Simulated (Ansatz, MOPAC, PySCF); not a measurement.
Molecule: CH₃O, net charge 0, doublet state. SMILES: C[O]
Geometry from a B3LYP-D3(BJ)/def2-TZVP (Ansatz, a quantum-chemistry and plane-wave program) optimisation:
```xyz
5

C      0.0422    -0.5697     0.0421
O     -0.0449     0.7878    -0.0350
H      1.0743    -0.9437    -0.0130
H     -0.4948    -0.9923     0.9030
H     -0.4741    -0.9483    -0.8625
```
Charge 0, spin multiplicity 2.

Wanted: vertical electron affinity to the singlet, in eV. Terms: frozen cores in correlated levels; PM7 with its own dispersion and hydrogen-bond terms; no spin-orbit coupling; non-relativistic; UHF or UKS for open shells; dispersion terms only where a functional's name holds one; 6-31G* and kin with 6d, 5d where marked; 6-311+G** with 5d; each state is the SCF solution reached for its charge and spin. Basis-set limits of correlation are two-point, X^-3; Hartree-Fock from the larger set. The bracket is a focal-point correction in the basis named. First-principles rows: single points at B3LYP-D3(BJ) geometries (Ansatz). Semi-empirical rows: differences of heats of formation at the shared geometry for vertical values. Anions need diffuse functions, which STO-3G, LANL2DZ, def2-SVP, cc-pVDZ and Pople sets without + lack.

Coupled cluster (Ansatz) is a level with limits of its own, used here on species with T1 under 0.025 (0.045 for open shells) and stable references: RI-MP2/CBS(aug-cc-pVTZ,aug-cc-pVQZ)+[CCSD(T)-MP2]/aug-cc-pVTZ.

Value to compare with, RI-MP2/CBS(aug-cc-pVTZ,aug-cc-pVQZ)+[CCSD(T)-MP2]/aug-cc-pVTZ (Ansatz): 1.44 eV.

| level | program | vertical electron affinity to the singlet (eV) | difference |
|---|---|---|---|
| AM1 | MOPAC | 1.07 | -0.37 |
| PM3 | MOPAC | 1.09 | -0.35 |
| PM7 | MOPAC | 1.22 | -0.22 |
| MNDO | MOPAC | 1.12 | -0.32 |
| HF/6-31G* | Ansatz | -1.22 | -2.66 |
| HF/6-311+G** | Ansatz | -0.49 | -1.93 |
| PBE/6-31G* | Ansatz | 0.21 | -1.23 |
| B3LYP/STO-3G | Ansatz | -5.35 | -6.79 |
| B3LYP/3-21G | Ansatz | -0.56 | -2.00 |
| B3LYP/6-31G* | Ansatz | 0.22 | -1.22 |
| M06-2X/6-31G* (5d) | PySCF | 0.31 | -1.13 |
| MP2/6-31G* | Ansatz | 0.15 | -1.29 |
| MP2/6-311+G** | Ansatz | 1.28 | -0.16 |
| PBE/def2-TZVPD | Ansatz | 1.37 | -0.07 |
| B3LYP/def2-TZVPD | Ansatz | 1.34 | -0.10 |
| wB97M-V/def2-TZVPD | Ansatz | 1.28 | -0.16 |

Among the 13 habitual levels, B3LYP/STO-3G lies farthest from RI-MP2/CBS(aug-cc-pVTZ,aug-cc-pVQZ)+[CCSD(T)-MP2]/aug-cc-pVTZ (Ansatz) (-6.79 eV) and MP2/6-311+G** nearest (-0.16); 0 of 13 lie above it, and their mean absolute difference is 1.51 eV, the median 1.22. One case shows no general order.

The levels are drawn from those run, B3LYP/6-31G* more often than the rest, none by its result; runs whose electronic state is in doubt are left out.
